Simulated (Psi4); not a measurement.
# triplet NSF3, run twice

Wanted: the energy of triplet NSF3, UMP3/def2-SVPD.

The results are computed with Psi4 1.11.

4 further runs of the same task are left out: 3 that didn't finish, 1 set aside as unsound or not needed. Runs told in other sessions of the task aren't counted.

## Step 1: The molecule

NSF3: 5 atoms, total charge 0, spin state triplet. As SMILES of the parent species, `N#S(F)(F)F`. The coordinates come from a PBE0-D4/def2-TZVP relaxation. That shape belongs to the parent species and isn't relaxed for this state.

Bond lengths: N1–S2 1.409 Å, S2–F3 1.555 Å, S2–F4 1.555 Å, S2–F5 1.555 Å. Angles: N1–S2–F3 122.6°, N1–S2–F4 122.6°, N1–S2–F5 122.6°, F3–S2–F4 93.7°, F3–S2–F5 93.7°, F4–S2–F5 93.7°.

## Step 2: Try one

f3ns.xyz reads:

```xyz
5
F3NS
N     -0.349630    -0.004150     1.591380
S     -0.047340    -0.000560     0.215490
F      1.023370    -0.939300    -0.408980
F     -1.108620    -0.317610    -0.875740
F      0.482210     1.261610    -0.522150
```

f3ns.py reads:

```python
import psi4

psi4.set_memory(2200000000)
psi4.set_num_threads(1)
psi4.core.set_output_file('output.dat', False)

with open('f3ns.xyz') as f:
    atoms = ''.join(f.readlines()[2:])
geom = psi4.geometry('0 3\n' + atoms + 'symmetry c1\nno_reorient\nno_com')

psi4.set_options({
    'reference': 'uhf',
    'puream': True,
    'e_convergence': 1e-09,
    'd_convergence': 1e-08,
    'scf_type': 'pk',
    'num_frozen_docc': 9,
    'maxiter': 100,
    'mp_type': 'conv',
})

e_tot = psi4.energy('mp3/def2-SVPD')
print('E =', round(e_tot, 9))
```

Command:

```sh
$ python f3ns.py
```

output.dat:

```text
=> Loading Basis Set <=

    Name: DEF2-SVPD
    Role: ORBITAL
    Keyword: BASIS

         ---------------------------------------------------------
                                   SCF
                              UHF Reference
                        1 Threads,   2098 MiB Core
         ---------------------------------------------------------

  ==> Geometry <==

    Molecular point group: c1
    Full point group: C1

    Geometry (in Angstrom), charge = 0, multiplicity = 3:

       Center              X                  Y                   Z               Mass
    ------------   -----------------  -----------------  -----------------  -----------------
         N           -0.349630000000    -0.004150000000     1.591380000000    14.003074004430
         S           -0.047340000000    -0.000560000000     0.215490000000    31.972071174400
         F            1.023370000000    -0.939300000000    -0.408980000000    18.998403162730
         F           -1.108620000000    -0.317610000000    -0.875740000000    18.998403162730
         F            0.482210000000     1.261610000000    -0.522150000000    18.998403162730

  Running in c1 symmetry.

  Rotational constants: A =      0.17230  B =      0.15420  C =      0.15420 [cm^-1]
  Rotational constants: A =   5165.56472  B =   4622.85458  C =   4622.81821 [MHz]
  Nuclear repulsion =  284.226728899419868

  Charge       = 0
  Multiplicity = 3
  Electrons    = 50
  Nalpha       = 26
  Nbeta        = 24

  ==> Algorithm <==

  SCF Algorithm Type is PK.
  DIIS enabled.
  MOM disabled.
  Fractional occupation disabled.
  Guess Type is SAD.
  Energy threshold   = 1.00e-09
  Density threshold  = 1.00e-08
  Integral threshold = 1.00e-12

  ==> Primary Basis <==

  Basis Set: DEF2-SVPD
    Blend: DEF2-SVPD
    Number of shells: 46
    Number of basis functions: 116
    Number of Cartesian functions: 126
    Spherical Harmonics?: true
    Max angular momentum: 2

  ==> Integral Setup <==

  Using in-core PK algorithm.
   Calculation information:
      Number of atoms:                   5
      Number of AO shells:              46
      Number of primitives:             80
      Number of atomic orbitals:       126
      Number of basis functions:       116

      Integral cutoff                 1.00e-12
      Number of threads:                 1

  Performing in-core PK
  Using 46056582 doubles for integral storage.
  We computed 567637 shell quartets total.
  Whereas there are 584821 unique shell quartets.

  ==> DiskJK: Disk-Based J/K Matrices <==

    J tasked:                  Yes
    K tasked:                  Yes
    wK tasked:                  No
    Memory [MiB]:             1573
    Schwarz Cutoff:          1E-12

  Minimum eigenvalue in the overlap matrix is 1.0906031272E-03.
  Reciprocal condition number of the overlap matrix is 1.4852322340E-04.
    Using symmetric orthogonalization.

  ==> Pre-Iterations <==

  SCF Guess: Superposition of Atomic Densities via on-the-fly atomic UHF (no occupation information).

   -------------------------
    Irrep   Nso     Nmo
   -------------------------
     A        116     116
   -------------------------
    Total     116     116
   -------------------------

  ==> Iterations <==

                        Total Energy        Delta E     RMS |[F,P]|

   @UHF iter SAD:  -749.92127141347089   -7.49921e+02   0.00000e+00
   @UHF iter   1:  -749.32919398348929    5.92077e-01   5.11826e-03 ADIIS/DIIS
   @UHF iter   2:  -749.44043364090442   -1.11240e-01   3.07340e-03 ADIIS/DIIS
   @UHF iter   3:  -749.48644145985179   -4.60078e-02   4.55105e-04 ADIIS/DIIS
   @UHF iter   4:  -749.48905691975642   -2.61546e-03   1.63809e-04 ADIIS/DIIS
   @UHF iter   5:  -749.48951423280300   -4.57313e-04   8.62777e-05 DIIS
   @UHF iter   6:  -749.48969489105286   -1.80658e-04   4.14069e-05 DIIS
   @UHF iter   7:  -749.48973941784902   -4.45268e-05   2.00245e-05 DIIS
   @UHF iter   8:  -749.48975180717957   -1.23893e-05   1.01557e-05 DIIS
   @UHF iter   9:  -749.48975681338607   -5.00621e-06   6.02101e-06 DIIS
[... 81 lines of further cycles ...]
   @UHF iter  91:  -749.48975591901353    1.03644e-07   2.28451e-06 DIIS
   @UHF iter  92:  -749.48975581565196    1.03362e-07   2.81562e-06 DIIS
   @UHF iter  93:  -749.48975583812182   -2.24699e-08   2.70777e-06 DIIS
   @UHF iter  94:  -749.48975584607194   -7.95012e-09   2.59807e-06 DIIS
   @UHF iter  95:  -749.48975582003413    2.60378e-08   2.21265e-06 DIIS
   @UHF iter  96:  -749.48975591666135   -9.66272e-08   7.54099e-07 DIIS
   @UHF iter  97:  -749.48975587856216    3.80992e-08   3.92797e-07 DIIS
   @UHF iter  98:  -749.48975582236130    5.62009e-08   3.90673e-07 DIIS
   @UHF iter  99:  -749.48975575156373    7.07976e-08   2.16775e-07 DIIS
   @UHF iter 100:  -749.48975569412471    5.74390e-08   6.35662e-08 DIIS

PsiException: Could not converge SCF iterations in 100 iterations.

  Failed to converge.
```

On the terminal:

```text
psi4.driver.p4util.exceptions.SCFConvergenceError: Could not converge SCF iterations in 100 iterations.
```

Run time: 19 s. Hardware: 1 thread of Intel Xeon Platinum 8488C (Sapphire Rapids), shared host; peak memory 0.53 GiB.

## Step 3: What went wrong

No converged result was reached.

The telling line is `psi4.driver.p4util.exceptions.SCFConvergenceError: Could not converge SCF iterations in 100 iterations.`. The sound input adds `'soscf': True,`, `'soscf_start_convergence': 0.001,`. Not every line listed need be part of the cure. These settings are changed for another try; the log doesn't prove which change is needed.

## Step 4: Second attempt

f3ns.xyz is that of step 2.

Changes to f3ns.py since step 2:

```diff
@@ -19,2 +19,4 @@
     'mp_type': 'conv',
+    'soscf': True,
+    'soscf_start_convergence': 0.001,
 })
```

Command:

```sh
$ python f3ns.py
```

output.dat:

```text
[...]
  Running in c1 symmetry.
[...]
  Nuclear repulsion =  284.226728899419868
[...]
  Multiplicity = 3
[...]
  Nalpha       = 26
  Nbeta        = 24
[...]
    Number of basis functions: 116
[...]
   @UHF iter   1:  -749.32919398348929    5.92077e-01   5.11826e-03 ADIIS/DIIS
[...]
   @UHF iter  67:  -749.49385596868433   -3.29692e-12   9.88280e-09 SOSCF, nmicro=conv
[...]
   @S^2 Observed:                2.017588398E+00
[...]
    Orbital Energies [Eh]
    ---------------------
    Alpha Occupied:
       1A    -92.274849     2A    -26.438861     3A    -26.350949
       4A    -26.350916     5A    -15.662711     6A     -9.278930
       7A     -6.966693     8A     -6.963262     9A     -6.960778
      10A     -1.775620    11A     -1.682964    12A     -1.653367
      13A     -1.396420    14A     -1.017500    15A     -0.904483
      16A     -0.877124    17A     -0.824827    18A     -0.795936
      19A     -0.761047    20A     -0.717998    21A     -0.702956
      22A     -0.695156    23A     -0.678203    24A     -0.624814
      25A     -0.554968    26A     -0.262170
    Alpha Virtual:
[...]
  @UHF Final Energy:  -749.49385596868433
   => Energetics <=
    Nuclear Repulsion Energy =            284.2267288994198680
    One-Electron Energy =               -1602.7574298509366599
    Two-Electron Energy =                 569.0368449828324628
    Total Energy =                       -749.4938559686843291
  UHF NO Occupations:
  HONO-2 :   24  A 1.9970440
  HONO-1 :   25  A 1.0000000
  HONO-0 :   26  A 1.0000000
  LUNO+0 :   27  A 0.0029560
  LUNO+1 :   28  A 0.0023046
[...]
 Multipole Moments:
 ------------------------------------------------------------------------------------
     Multipole            Electronic (a.u.)      Nuclear  (a.u.)        Total (a.u.)
 ------------------------------------------------------------------------------------
 L = 1.  Multiply by 2.5417464519 to convert [e a0] to [Debye]
 Dipole X            :         -1.2508756            0.6950224           -0.5558533
 Dipole Y            :         -0.1499146            0.0081069           -0.1418076
 Dipole Z            :          3.0640306           -3.1640251           -0.0999946
 Magnitude           :                                                    0.5823068
[...]
	SCS-MP2 Total Energy (a.u.)        :  -750.33342671336231
	SOS-MP2 Total Energy (a.u.)        :  -750.31304395529116
[...]
	SOS-PI-MP2 Total Energy (a.u.)     :  -750.37605841579943
[...]
	MP2 Total Energy (a.u.)            :  -750.37419222950462
[...]
	SCS-MP3 Total Energy (a.u.)        :  -750.33309229739064
[...]
	MP3 Total Energy (a.u.)            :  -750.37285456561801
[...]
```

Standard output:

```text
E = -750.372854566
```

Run time: 3.3 min. Hardware: 1 thread of Intel Xeon Platinum 8488C (Sapphire Rapids), shared host; peak memory 1.3 GiB.

## Step 5: Summary of results

Level: UMP3/def2-SVPD.

```
                                                  quantity          value
                                              total energy  -750.37285 Eh
HOMO energy (Hartree–Fock orbitals) (highest over α and β)       -7.13 eV
 LUMO energy (Hartree–Fock orbitals) (lowest over α and β)       -1.50 eV
               correlation energy (9 core orbitals frozen)     -879.0 mEh
                         ⟨S²⟩ of the reference determinant          2.018
```
